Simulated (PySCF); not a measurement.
# ClF2⁺: script and output

File input.py (PySCF 2.14):

```python
from pyscf import gto, dft

mol = gto.M(
    atom='Cl 0 -0.1734 0; F 0 0.159 1.5562; F 0 0.159 -1.5562',
    basis='cc-pvdz',
    charge=1,
    spin=2,
    verbose=4,
)
mf = dft.UKS(mol, xc='b3lyp5')
mf.kernel()
mf.analyze()
print('orbital energies (hartree):', [e[max(0, n-3):n+3].round(4) for e, n in zip(mf.mo_energy, mol.nelec)])
```

```bash
$ OMP_NUM_THREADS=1 python input.py
```

Output (some set-up lines and the per-cycle HOMO/LUMO lines with their warnings removed):

```
PySCF version 2.14.0

[INPUT] Symbol           X                Y                Z      unit          X                Y                Z       unit  Magmom
[INPUT]  1 Cl     0.000000000000  -0.173400000000   0.000000000000 AA    0.000000000000  -0.327678510000   0.000000000000 Bohr   0.0
[INPUT]  2 F      0.000000000000   0.159000000000   1.556200000000 AA    0.000000000000   0.300466453806   2.940791795048 Bohr   0.0
[INPUT]  3 F      0.000000000000   0.159000000000  -1.556200000000 AA    0.000000000000   0.300466453806  -2.940791795048 Bohr   0.0

nuclear repulsion = 115.530003029495
number of shells = 15
number of NR pGTOs = 93
number of NR cGTOs = 46
basis = cc-pvdz
ecp = {}

******** <class 'pyscf.dft.uks.UKS'> ********
method = UKS
initial guess = minao
damping factor = 0
level_shift factor = 0
DIIS = <class 'pyscf.scf.diis.CDIIS'>
SCF conv_tol = 1e-09
SCF max_cycles = 50
number electrons alpha = 18  beta = 16
XC functionals = b3lyp5

grids dens level: 3
tot grids = 47408
init E= -660.087023561872

cycle= 1 E= -658.964945201799  delta_E= 1.12  |g|= 0.599  |ddm|= 1.48
cycle= 2 E= -658.414315714828  delta_E= 0.551  |g|= 1.34  |ddm|= 1.24
cycle= 3 E= -659.130332844036  delta_E= -0.716  |g|= 0.0675  |ddm|= 0.798
cycle= 4 E= -659.132091632498  delta_E= -0.00176  |g|= 0.0232  |ddm|= 0.0753
cycle= 5 E= -659.132299739016  delta_E= -0.000208  |g|= 0.00457  |ddm|= 0.02
cycle= 6 E= -659.132320311966  delta_E= -2.06e-05  |g|= 0.00097  |ddm|= 0.00877
cycle= 7 E= -659.132322155884  delta_E= -1.84e-06  |g|= 0.000311  |ddm|= 0.00285
cycle= 8 E= -659.132322459622  delta_E= -3.04e-07  |g|= 9.72e-05  |ddm|= 0.00155
cycle= 9 E= -659.132322473283  delta_E= -1.37e-08  |g|= 3.91e-05  |ddm|= 0.000282
cycle= 10 E= -659.132322474389  delta_E= -1.11e-09  |g|= 5.6e-06  |ddm|= 7.46e-05
cycle= 11 E= -659.132322474409  delta_E= -2.02e-11  |g|= 5.99e-07  |ddm|= 9.12e-06
Extra cycle  E= -659.132322474411  delta_E= -1.82e-12  |g|= 9.82e-07  |ddm|= 1.19e-06
converged SCF energy = -659.132322474411  <S^2> = 2.0061589  2S+1 = 3.0041031
**** SCF Summaries ****
Total Energy =                        -659.132322474410557
Nuclear Repulsion Energy =             115.530003029494580
One-electron Energy =                -1130.382840273520969
Two-electron Energy =                  355.720514769615932
Two-electron Coulomb Energy =          404.337362130217343
DFT Exchange-Correlation Energy =      -48.616847360601405
**** MO energy ****
                             alpha | beta                alpha | beta
[7 lines left out]
MO #8   energy= -1.62852404606672  | -1.58797355300351  occ= 1 | 1
MO #9   energy= -1.5951969014827   | -1.55522712743485  occ= 1 | 1
MO #10  energy= -1.22862650327808  | -1.16812727534169  occ= 1 | 1
MO #11  energy= -0.957058665153072 | -0.925350178330706 occ= 1 | 1
MO #12  energy= -0.882267089822161 | -0.824615296731267 occ= 1 | 1
MO #13  energy= -0.879263506220655 | -0.818264284992804 occ= 1 | 1
MO #14  energy= -0.81245090312392  | -0.753555260425119 occ= 1 | 1
MO #15  energy= -0.804973702993431 | -0.74641893155651  occ= 1 | 1
MO #16  energy= -0.747898067007951 | -0.721592186049489 occ= 1 | 1
MO #17  energy= -0.694860829481    | -0.558345470534276 occ= 1 | 0
MO #18  energy= -0.669894183283973 | -0.525115087226707 occ= 1 | 0
MO #19  energy= -0.323606720291881 | -0.294438431199084 occ= 0 | 0
MO #20  energy= 0.157364680505348  | 0.170912034773293  occ= 0 | 0
MO #21  energy= 0.182709611318565  | 0.209925073412688  occ= 0 | 0
[25 lines left out]

To work with the spin densities directly, `use mulliken_meta_spin()` only printing them here.

 ** Mulliken spin pop alpha/beta on meta-lowdin orthogonal AOs **
 ** Mulliken Spin Density (per AO)  **
 ** Mulliken Spin Density (per atom)  **
spin density of  0 Cl =      1.05807
spin density of  1 F =      0.47097
spin density of  2 F =      0.47097
 ** Mulliken pop alpha/beta on meta-lowdin orthogonal AOs **
 ** Mulliken pop       alpha | beta **
pop of  0 Cl 1s        1.00000 | 1.00000
pop of  0 Cl 2s        0.99990 | 0.99991
pop of  0 Cl 3s        0.99539 | 0.95004
pop of  0 Cl 4s        0.00586 | 0.00503
pop of  0 Cl 2px       0.99999 | 0.99997
pop of  0 Cl 2py       0.99999 | 0.99997
pop of  0 Cl 2pz       0.99996 | 0.99996
pop of  0 Cl 3px       0.98817 | 0.43954
pop of  0 Cl 3py       0.98780 | 0.52898
pop of  0 Cl 3pz       0.37604 | 0.38862
pop of  0 Cl 4px       0.01084 | 0.00188
pop of  0 Cl 4py       0.01059 | 0.00434
[34 lines left out]
In total            18.00000 | 16.00000
 ** Mulliken atomic charges   ( Nelec_alpha | Nelec_beta ) **
charge of  0Cl =      1.20425  (     8.42691      7.36884 )
charge of  1F =     -0.10212  (     4.78654      4.31558 )
charge of  2F =     -0.10212  (     4.78654      4.31558 )

WARN: System has nonzero charge 1; the dipole moment is origin-dependent.
Location of origin: [0. 0. 0.]

Dipole moment(X, Y, Z, Debye): -0.00000, -0.62321,  0.00000
orbital energies (hartree): [array([-0.7479, -0.6949, -0.6699, -0.3236,  0.1574,  0.1827]), array([-0.7536, -0.7464, -0.7216, -0.5583, -0.5251, -0.2944])]
```

In short: E(SCF) = -659.132322 Eh, 11 cycles, ⟨S²⟩ = 2.006.

Hardware: Arm Neoverse N1, 1 thread, shared host. Wall time 5.8 s, peak memory 0.21 GiB.

The dipole of an ion depends on the origin. No search for the lowest solution was made.
